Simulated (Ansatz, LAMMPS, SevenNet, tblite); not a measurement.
Zinc-blende HgSe, bulk modulus

Reference value: 50 GPa (measured, temperature not stated, no zero-point or thermal correction, sources range from 48.5 to 51.6; as tabulated in Toher et al. (2017), arXiv:1611.05714).

| level (code) | value (GPa) | cell (Å³/atom) | difference (%) |
|---|---|---|---|
| Stillinger–Weber CdTeZnSeHgS0.sw (LAMMPS) | 51.6 | 28.15 | +3.2 |
| IPEA1-xTB (tblite) | 49.8 | 27.72 | -0.4 |
| SevenNet-l3i5 (SevenNet) | 43.2 | 30.91 | -13.6 |
| LDA (Ansatz) | 57.9 | 27.86 | +15.8 |
| PBE (Ansatz) | 42.6 | 30.66 | -14.8 |
| PBE+SOC (Ansatz) | 43.8 | 30.32 | -12.4 |
| HSE06 (Ansatz) | 50.5 | 29.49 | +1.0 |

Leaving aside Stillinger–Weber CdTeZnSeHgS0.sw, IPEA1-xTB, which can be fitted to such values or carry a doubt: The reference's temperature isn't stated, so close values are not ranked against it.

The measured value isn't corrected to a static lattice, so vibrations enter the comparison. A static lattice is as a rule stiffer than a warm one, by over a tenth in soft solids.  Density-functional levels without +SOC have no spin–orbit coupling. Stillinger–Weber CdTeZnSeHgS0.sw: the potential file covers more elements than this solid holds. IPEA1-xTB: this parameter set was refitted to ionisation energies, not structures. IPEA1-xTB: the run uses a supercell at the zone centre in place of a k mesh. Each level is taken at its own relaxed cell. Cutoffs and k meshes differ between the levels. Ansatz's density-functional and Hartree–Fock values are scalar-relativistic unless marked +SOC, with PAW data made under PBE.

Empirical potentials (Stillinger–Weber CdTeZnSeHgS0.sw) are fitted to chosen data, which need not cover the solid at hand: agreement can be built in, and what lay outside the fit can be far off. Machine-learned potentials (SevenNet-l3i5) are trained on DFT data, which may include these solids.

Differences are worked out from the printed values.

Ansatz is a first-principles code.
